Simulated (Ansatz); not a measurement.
# Worked example: vertical ionisation energy of CClF3 (SMILES FC(F)(F)Cl)

CClF3: 5 atoms, total charge 0, spin state singlet. As SMILES, `FC(F)(F)Cl`. The coordinates come from a PBE0-D4/def2-TZVP relaxation.

Both states at this one shape; open shells run unrestricted unless said. 1 Eh = 27.2114 eV.

| level | program | singlet CClF3 (Eh) | doublet [CClF3]+ (Eh) | HOMO of the first (eV) |
| --- | --- | --- | --- | --- |
| HF/3-21G | Ansatz | -791.642735 | -791.178768 | -14.03 |
| B3LYP/def2-SVPD | Ansatz | -797.470830 | -796.991956 | -9.89 |

Task: Work out the vertical ionisation energy at each level.

Result: 
1. HF/3-21G: -791.178768 − (-791.642735) = 0.463967 Eh = 12.63 eV; −ε(HOMO) = 14.03 eV.
2. B3LYP/def2-SVPD: -796.991956 − (-797.470830) = 0.478874 Eh = 13.03 eV; −ε(HOMO) = 9.89 eV.

No measured value is set beside it here; the levels span 12.63 to 13.03 eV. In Hartree–Fock, −ε(HOMO) (Koopmans) exceeds the difference of totals by the orbital relaxation of the ion. Hartree–Fock favours the state with fewer electron pairs, since it lacks pair correlation.
